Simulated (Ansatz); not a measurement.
# Structure relaxation of Mg3BiSb

The calculation used DFT PBE, scalar-relativistic, plane waves, PAW in Ansatz 0.2.0. Cutoff 420 eV, Γ-centred k mesh, Gaussian smearing, no spin polarisation in the final step.

The start puts Mg3BiSb on the tetragonal perovskite structure type (P4mm, No. 99), with Bi in place of Ba, Sb in place of Ti, Mg in place of O, at a guessed volume.

```
Mg Sb Bi
1.0
     5.02792    0.00000    0.00000
     0.00000    5.02792    0.00000
     0.00000    0.00000    5.09093
Mg Sb Bi
3 1 1
Direct
  0.50000 0.50000 0.97500
  0.00000 0.50000 0.48500
  0.50000 0.00000 0.48500
  0.50000 0.50000 0.51500
  0.00000 0.00000 0.00000
```

Cell and atoms relax at zero pressure; the relaxation can't lower the symmetry of the start. After a coarse first stage the cell is made exact in the group found at 0.06 Å.

Formation energies are uncorrected and refer to the elements' standard structures at the same level.

(1) Describe the relaxed structure.

(2) What are its volume, energy, density and gap?

Answers

(1) It keeps P4mm (No. 99), but not the shape of the type it started on. Conventional cell: a = 4.603 Å, c = 6.996 Å. Mg on Wyckoff site b (1 atom of the primitive cell) is coordinated by 1 Sb at 2.80 Å, 4 Bi at 3.29 Å and 4 Mg at 3.47 Å; Mg on Wyckoff site c (2 atoms of the primitive cell) is coordinated by 2 Sb at 2.80 Å, 2 Bi at 3.13 Å, 4 Mg at 3.26 Å and 2 Mg at 3.47 Å; around Sb lie 5 Mg at 2.80 Å; Bi has 8 Mg at 3.13–3.29 Å.

Space group P4mm (No. 99). a = 4.603 Å, b = 4.603 Å, c = 6.996 Å, α = 90.00°, β = 90.00°, γ = 90.00°
| atom | site | symmetry | x | y | z |
| --- | --- | --- | --- | --- | --- |
| Mg | 1b | 4mm | 0.5000 | 0.5000 | 0.0101 |
| Mg | 2c | 2mm. | 0.0000 | 0.5000 | 0.3810 |
| Sb | 1b | 4mm | 0.5000 | 0.5000 | 0.6101 |
| Bi | 1a | 4mm | 0.0000 | 0.0000 | 0.0777 |

(2) The volume per atom is 29.65 Å³, the density is 4.52 g/cm³ and the energy over the elements is -0.24 eV/atom. The gap on the 8×8×6 mesh is 0 eV (a metal).

The final run used a 8×8×6 mesh on its 5-atom cell and 0.10 eV smearing. The k mesh leaves about 4 meV/atom of noise in metals. Spin–orbit coupling is left out. A structure relaxed within its symmetry needn't be a true minimum.

Cost: 3 runs of about 3.6 core-minutes in all, on Arm Neoverse V2 (shared hosts).